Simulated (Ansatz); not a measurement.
Relaxation of CH7Si2 (10 atoms, charge -1, multiplicity 1), to a largest force component of 0.015 eV/Å in at most 40 steps.

These are results of Ansatz 0.2.0, RKS B3LYP-D4/cc-pVDZ, not measurements.

```xyz
10
Properties=species:S:1:pos:R:3
Si -1.109 0.881 -0.741
C -0.342 -0.686 -0.208
Si 1.139 -0.722 0.856
H -2.339 0.638 -1.561
H -0.430 1.938 -1.591
H -1.572 1.713 0.407
H -0.295 -1.427 -1.018
H 1.538 -2.126 1.194
H 0.916 -0.059 2.174
H 2.494 -0.150 0.488
```

Problem. Where does it end, and by what steps?

Solution. The forces met the threshold. The force dipped under the threshold on the way, but the program's further checks kept it going. Limits of this set-up: an anion without diffuse functions, the dipole of an ion depends on the origin. After 11 steps the energy has fallen by 0.084 eV; H7 moved furthest, 0.48 Å.

```csv
step,energy less start (eV),largest force component (eV/Å),accepted
0,0.0000,0.651,yes
1,-0.0491,0.368,yes
2,-0.0545,0.490,yes
3,-0.0683,0.151,yes
4,-0.0743,0.122,yes
5,-0.0796,0.127,yes
6,-0.0829,0.044,yes
7,-0.0834,0.070,yes
8,-0.0839,0.025,yes
9,-0.0843,0.004,yes
10,-0.0843,0.006,yes
11,-0.0844,0.005,yes
```

```xyz
10
Properties=species:S:1:pos:R:3
Si -1.124 0.861 -0.737
C -0.070 -0.574 -0.478
Si 1.121 -0.741 0.860
H -2.538 0.547 -1.237
H -0.741 1.960 -1.749
H -1.331 1.656 0.537
H 0.040 -1.267 -1.327
H 1.243 -2.150 1.448
H 0.783 0.145 2.042
H 2.617 -0.436 0.640
```

Whether the end is a true minimum wasn't checked by a vibrational analysis.

Run time: 43 s on 1 thread of Arm Neoverse V1, with other jobs on the host, peak memory 0.16 GiB.
